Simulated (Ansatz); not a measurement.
**CH₂ (triplet): one species, many methods**

How much do the methods differ for CH₂ (triplet)? The plan is to run it at one geometry with functionals of several rungs and with coupled cluster. The yardstick is the atomisation energy at the CCSD(T) limit.

Program: Ansatz 0.2.0, Gaussian basis. Level of theory: functionals in def2-TZVPP, the program's frozen cores in correlated methods. These are calculated values, not measurements.

The runs, in order: LDA (SPW92), PBE-D4, revPBE-D4, BLYP-D4, r2SCAN-D4, B97M-V, PBE0-D4, B3LYP-D4, r2SCANh-D4, r2SCAN0-D4, HSE06-D4, BHLYP-D4, CAM-B3LYP-D4, LC-ωPBE, ωB97X-V, ωB97M-V, B2PLYP, PBE-QIDH; CCSD(T)/def2-SVP; CCSD(T)/def2-TZVPP; CCSD(T)/def2-QZVPP; extrapolation to the limit; RPA on PBE.

### 1 The relaxed structure

The geometry comes from an earlier relaxation with PBE0-D4 in a triple-zeta def2 set; it is a stationary point.

SMILES `[CH2] m3`, 3 atoms, charge 0, spin multiplicity 3.

Atoms are counted from 1 here; the program's logs count them from 0.

Bond lengths: C1–H2 1.079 Å, C1–H3 1.079 Å. Angles: H2–C1–H3 134.8°.

### 2 LDA

This LDA is Slater exchange with PW92 correlation.

File in.yaml:

```yaml
crystal:
  periodic: [false, false, false]
  atoms:
    - {symbol: C, position_ang: [0.000000, 0.000000, 0.092389]}
    - {symbol: H, position_ang: [0.000000, 0.996169, -0.322146]}
    - {symbol: H, position_ang: [-0.000000, -0.996169, -0.322146]}
basis:
  gaussian: {orbitals: def2-TZVPP}
magnetization: {spin_polarized: true, initial_magnetization: 2}
hamiltonian: {xc: lda}
output: {orbitals: {seedname: orbitals}}
```

Started as:

```console
$ ansatz run in.yaml --threads 2 --pin off --events-out ev --progress --plain --max-ram 32768MiB --backend cpu
```

After this run come: PBE-D4 (GGA); revPBE-D4 (GGA); BLYP-D4 (GGA); r2SCAN-D4 (meta-GGA); B97M-V (meta-GGA); B3LYP-D4 (hybrid); r2SCANh-D4 (hybrid); r2SCAN0-D4 (hybrid); HSE06-D4 (hybrid); BHLYP-D4 (hybrid); CAM-B3LYP-D4 (range-separated); LC-ωPBE (range-separated); ωB97X-V (range-separated); ωB97M-V (range-separated); B2PLYP (double hybrid); PBE-QIDH (double hybrid); CCSD(T) in def2-SVP; CCSD(T) in def2-TZVPP; CCSD(T) in def2-QZVPP; RPA on PBE orbitals.

**Question.** What will the summary of the whole plan be? Wanted: atomisation energy, CCSD(T)/CBS; farthest beyond LDA; mean size of error, GGA; mean size of error, meta-GGA; mean size of error, hybrid; mean size of error, range-separated; mean size of error, double hybrid; gap, smallest and largest; T1 diagnostic.

The runs gave:

| quantity | value |
| --- | --- |
| atomisation energy, CCSD(T)/CBS | 8.251 eV |
| functionals within 0.041 eV (0.5 %) | BLYP-D4, B97M-V, ωB97M-V, B2PLYP |
| farthest beyond LDA | r2SCAN-D4 (+0.282 eV) |
| mean size of error, GGA | 0.092 eV |
| mean size of error, meta-GGA | 0.155 eV |
| mean size of error, hybrid | 0.157 eV |
| mean size of error, range-separated | 0.085 eV |
| mean size of error, double hybrid | 0.041 eV |
| gap, smallest and largest | 1.94 eV (LDA (SPW92)), 10.93 eV (LC-ωPBE) |
| T1 diagnostic | 0.0113 |
| triples share of the correlation energy | 2.4 % |

In words: The LDA atomisation energy is off by 0.966 eV (12 %): it overbinds. PBE-D4 is off by +0.196 eV. Double hybrids carry the basis error of their MP2 part in triple zeta, and no dispersion term here, so their miss is partly the set-up's. By mean error the best rung here is double hybrid (0.041 eV) and the worst beyond LDA is hybrid (0.157 eV). The mean of the hybrids holds BHLYP, with half exact exchange. Misses under about 0.041 eV are within the doubt on the reference itself, which lacks core-valence correlation, relativity and higher excitations. Hartree-Fock recovers 81 % of the binding; the rest is correlation. CCSD(T) in def2-SVP is off by -0.262 eV, worse than the median functional, from the basis alone. The gap grows from 1.9 to 10.9 eV across the functionals, mostly with the share of exact exchange.
